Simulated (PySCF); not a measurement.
## Frontier orbitals and the lowest excitations

Compound: 2-chloropentane, C5H11Cl.
Z-matrix (Å and degrees, GFN2-xTB geometry), rows numbered from 1:
```
C 
C   1  1.5234
C   2  1.5277  1  111.65
C   3  1.5229  2  112.94  1  -176.99
C   4  1.5185  3  112.79  2   175.13
Cl  4  1.7981  3  109.36  2   -64.19
H   1  1.0873  2  110.41  3  -179.82
H   1  1.0878  2  110.65  3   -59.83
H   1  1.0882  2  110.58  3    60.27
H   2  1.0912  1  109.49  3   121.08
H   2  1.0928  1  109.37  3  -121.00
H   3  1.0934  2  109.26  1   -57.02
H   3  1.0921  2  109.56  1    60.95
H   4  1.0938  3  110.27  2    51.06
H   5  1.0881  4  109.65  3   -62.24
H   5  1.0872  4  110.61  3   177.95
H   5  1.0876  4  110.48  3    57.70
```

Theory: TDDFT B3LYP/def2-SVPD, vertical, gas phase, core orbitals frozen in the response in PySCF.

Frontier orbitals with the atoms that hold most of them (Löwdin shares over 4%, at most four atoms; ? is withheld):

```
orbital  ε (eV)                            atoms
 LUMO+2    0.83   C1 19%, Cl6 13%, C5 10%, H7 8%
 LUMO+1    0.47   Cl6 52%, C4 20%, H12 4%, C1 4%
   LUMO    0.44                                ?
   HOMO       ?                                ?
 HOMO-1   -8.07   Cl6 75%, C4 12%, C3 6%, H14 4%
 HOMO-2   -9.22    C2 23%, C3 18%, C1 16%, H7 7%
 HOMO-3   -9.27  C2 24%, C3 16%, C1 12%, H10 11%
```

**Question.** Give the leading atoms of the HOMO.

**Answer.** Cl6 (bonded to C) 72%; C4 (bonded to 2 C, Cl and H) 9%; C5 (bonded to C and 3 H) 7%. By element: chlorine 72%, carbon 16% or more.

**Question.** Which atoms hold the LUMO, and with what shares?

**Answer.** C5 (bonded to C and 3 H) 13%; Cl6 (bonded to C) 10%; C3 (bonded to 2 C and 2 H) 10%; C4 (bonded to 2 C, Cl and H) 9%. By element: carbon 31% or more, chlorine 10%.

**Question.** What is the HOMO energy, and the HOMO–LUMO gap?

**Answer.** ε(HOMO) = -8.01 eV; the gap is 8.44 eV (0.3103 hartree).

**Question.** How does S1 compare with the orbital gap of 8.44 eV?

**Answer.** S1 is at 7.22 eV (f = 0.0017), 1.23 eV below the gap, made of HOMO→LUMO+1 (82%), HOMO→LUMO (14%). Its leading pair isn't HOMO and LUMO; the energies of that pair differ by 8.48 eV. Without the coupling terms of the response equations the lowest excitation would equal the gap.

**Question.** One configuration dominates each of S1, S2, S3 and S4. Which, and how do the shares of the two leading atoms of either orbital change from the occupied to the empty one?

**Answer.** 
- S1 (7.22 eV, f 0.0017), HOMO→LUMO+1 (82%): Cl6 72% → 52%, C4 9% → 20%
- S2 (7.27 eV, f 0.0019), HOMO-1→LUMO+1 (85%): Cl6 75% → 52%, C4 12% → 20%
- S3 (7.63 eV, f 0.040), HOMO→LUMO (81%): Cl6 72% → 10%, C4 9% → 9%, C5 7% → 13%
- S4 (7.71 eV, f 0.033), HOMO-1→LUMO (82%): Cl6 75% → 10%, C4 12% → 9%, C5 at most 5% → 13%

One conformer stands for the species.
